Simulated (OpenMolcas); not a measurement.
# How methods differ on B2 (SMILES B#B)

B2: 2 atoms, total charge 0, spin state triplet. SMILES: `B#B`. The shape is that of a GFN2-xTB optimisation.

```xyz
2

B     0.0000    0.0000    0.0000
B     0.0000    0.0000    1.4051
```

Each level gives the vertical ionisation energy (to the doublet cation) (eV). The values are calculated.

```
                 level                   kind     program  value (eV)  less FCI/pcseg-0  CPU time (all runs)
          ROHF/pcseg-0           Hartree–Fock  OpenMolcas        9.86             -0.02                4.9 s
        USVWN5/pcseg-0                    LDA  OpenMolcas       10.80             +0.92                7.3 s
          UPBE/pcseg-0                    GGA  OpenMolcas       10.70             +0.82                9.8 s
      U-r2SCAN/pcseg-0               meta-GGA  OpenMolcas       10.86             +0.98                 13 s
         UPBE0/pcseg-0          global hybrid  OpenMolcas       10.69             +0.81                9.1 s
SC-NEVPT2(6,8)/pcseg-0         multireference  OpenMolcas        9.78             -0.10                6.6 s
     ROCCSD(T)/pcseg-0  coupled cluster or CI  OpenMolcas        9.87             -0.01                5.1 s
             FCI/3-21G     exact in the basis  OpenMolcas        9.84             -0.04                9.9 s
           FCI/pcseg-0     exact in the basis  OpenMolcas        9.88              0.00                 11 s
```

FCI/pcseg-0 is exact within its basis and frozen core, so for wave-function methods in that basis the difference is their error; functionals converge differently with the basis, so for them it is only a difference. The values span 9.78 to 10.86 eV. Spin contamination of the reference (⟨S²⟩ at least 0.1 too high) touches USVWN5/pcseg-0, UPBE/pcseg-0. All rows use very small basis sets, so none should be taken for the real molecule's value. In so small a basis fixed costs decide the times, and correlated methods can beat functionals. CPU times are rough (shared hosts, several kinds of processor and program).
